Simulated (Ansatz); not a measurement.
A ladder of methods for NO (nitric oxide)

NO has 2 atoms, charge 0, and is taken as a doublet. SMILES: `[N]=O`. Geometry: optimised at wB97X-V/def2-SVP.

```xyz
2

N    -0.4858    0.1778   -0.2451
O     0.4858   -0.1778    0.2451
```

Quantity: the adiabatic electron affinity (to the singlet anion, shapes relaxed at wB97X-V/def2-SVP, no zero-point term), in eV. The values are calculated.

The electron affinity is E(neutral) − E(anion): positive where the electron is bound.

| level | kind | program | value (eV) | less CCSD(T)/def2-TZVPP |
| --- | --- | --- | --- | --- |
| UHF/def2-TZVPP | Hartree–Fock | Ansatz | -2.62 | -1.01 |
| USVWN5/def2-TZVPP | LDA | Ansatz | -1.35 | +0.26 |
| UPBE/def2-TZVPP | GGA | Ansatz | -1.53 | +0.08 |
| U-r2SCAN/def2-TZVPP | meta-GGA | Ansatz | -1.67 | -0.06 |
| UB3LYP/def2-TZVPP | global hybrid | Ansatz | -1.39 | +0.22 |
| U-wB97M-V/def2-TZVPP | range-separated hybrid | Ansatz | -1.47 | +0.14 |
| UCAM-B3LYP/def2-TZVPP | range-separated hybrid | Ansatz | -1.41 | +0.20 |
| UMP2/def2-TZVPP | perturbation theory | Ansatz | -1.66 | -0.05 |
| UCCSD(T)/def2-TZVPP | coupled cluster or CI | Ansatz | -1.61 | 0.00 |

Differences are taken from UCCSD(T)/def2-TZVPP for orientation; it has basis-set and higher-order errors of its own. The values span -2.62 to -1.35 eV. Negative values mean that the anion is unbound at that level; they are set by how diffuse the basis is and aren't properties of the molecule, whose anion may well be bound.
